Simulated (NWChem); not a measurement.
Molecule: SiH4; SMILES [SiH4]

All runs: NWChem. The level has its own optimisation; frequencies are unscaled.

### Question
Predict the results for Hartree-Fock/3-21G. Quantities: r H–Si (Å); highest harmonic frequency (cm⁻¹); lowest (cm⁻¹); zero-point energy (kcal/mol).

### Answer
| Property | Result |
|---|---|
| r H–Si (Å) | 1.487 |
| highest harmonic frequency (cm⁻¹) | 2295 |
| lowest (cm⁻¹) | 973 |
| zero-point energy (kcal/mol) | 20.2 |
